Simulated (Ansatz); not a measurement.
```yaml
crystal:
  periodic: [false, false, false]
  atoms:
    - {symbol: Pt, position_ang: [0.000000, 0.000000, 0.000000]}
    - {symbol: H, position_ang: [0.000000, 0.000000, 1.670000]}
basis:
  gaussian: {orbitals: def2-TZVP}
total_charge: 1
magnetization: {spin_polarized: true, initial_magnetization: 2}
hamiltonian: {xc: pbe0}
relax: {f_tol: 0.004, max_steps: 80}
```

```sh
$ ansatz run in.yaml --threads 1 --pin off --events-out ev --progress --plain --max-ram 2176MiB
```

Steps of the relaxation (energy above the last step; positions in Å, forces in eV/Å):

```
2
step 1, 158.4 meV
Pt    0.000    0.000    0.000    0.000    0.000    2.048
H     0.000    0.000    1.670    0.000    0.000   -2.048
```

```
2
step 2, 29.7 meV
Pt    0.000    0.000    0.095    0.000    0.000   -1.200
H     0.000    0.000    1.575    0.000    0.000    1.200
```

```
2
step 3, 0.0 meV
Pt    0.000    0.000    0.070    0.000    0.000   -0.029
H     0.000    0.000    1.600    0.000    0.000    0.029
```

```
2
step 4, 0.0 meV
Pt    0.000    0.000    0.069    0.000    0.000   -0.001
H     0.000    0.000    1.601    0.000    0.000    0.001
```

Close pairs at the end: Pt1–H2 1.531 Å.

A stationary point of unrestricted PBE0 after 4 steps, with ⟨S²⟩ = 2.001 against 2.00 for a pure state. 9 s on 1 thread of Intel Xeon Platinum 8375C, shared host.
